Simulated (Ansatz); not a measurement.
This geometry of C2H4OS (8 atoms, charge 0, multiplicity 1) is a first-order saddle point.

All numbers below come from RKS B3LYP-D4/def2-SVP (Ansatz 0.2.0).

```xyz
8
Properties=species:S:1:pos:R:3
O -1.673 1.021 0.100
C -0.556 0.876 -0.317
C 0.504 0.005 0.344
S -0.024 -1.731 0.615
H -0.212 1.405 -1.248
H 1.452 0.044 -0.213
H 0.686 0.399 1.357
H -0.085 -2.076 -0.693
```

Task: Which two structures does it join? (They come from a converged band through this point; their orientation in space is the band's.)

Result: No bond is made or broken. The dihedral H5–C2–C3–H7 goes from 56 to -177°.

Image 0:

```xyz
8
Properties=species:S:1:pos:R:3
O -1.442 0.267 -0.934
C -0.386 0.706 -0.562
C 0.607 -0.016 0.323
S 0.085 -1.684 0.851
H -0.050 1.732 -0.864
H 1.563 -0.060 -0.230
H 0.795 0.629 1.200
H -1.080 -1.631 0.159
```

Image 8:

```xyz
8
Properties=species:S:1:pos:R:3
O -1.063 1.815 0.395
C -0.593 0.882 -0.201
C 0.531 0.013 0.322
S -0.024 -1.734 0.484
H -0.984 0.572 -1.208
H 1.411 0.068 -0.338
H 0.813 0.355 1.328
H 0.002 -2.027 -0.837
```

Task: How far does it lie above each of them?

Result: 0.153 eV above the first and 0.105 eV above the second. This is the barrier of this one path; another mechanism may lie lower.

Run time: 10 min on 1 thread of Intel(R) Xeon(R) Processor @ 2.50GHz (Skylake/Cascade Lake), on a shared host, peak memory 0.16 GiB.
